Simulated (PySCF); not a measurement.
System: C2H5S, net charge 0, doublet state. It need not be the lowest isomer of its formula. SMILES: S(C)[CH2]
Structure (B3LYP-D3(BJ)/def2-TZVP (Ansatz) minimum search):
```xyz
8

C      0.0677     1.3368    -0.5808
S     -0.2035     0.1104     0.5694
C      0.2434    -1.3727    -0.3665
H      0.5526     1.1278    -1.5216
H     -0.1516     2.3506    -0.2860
H      0.1127    -2.2243     0.2986
H     -0.4080    -1.4849    -1.2322
H      1.2839    -1.3204    -0.6851
```
Charge 0, spin multiplicity 2.

Dispersion corrections to the total energy (kcal/mol) from the dftd3 and dftd4 libraries through PySCF: D3(BJ) without and D4 with the three-body term, each with the damping fitted for the functional named.

```csv
functional,D3(BJ),D4
BLYP,-7.01,-6.67
PBE,-3.25,-2.92
TPSSh,-3.70,…
B2PLYP,-2.61,…
B2GP-PLYP,-2.08,-1.19
r2SCAN,-0.85,-0.68
LC-wPBE,…,-3.25
```

### Question
Some entries are withheld; supply them.

### Answer

- TPSSh, D4: -3.57
- B2PLYP, D4: -2.02
- LC-wPBE, D3(BJ): -2.98
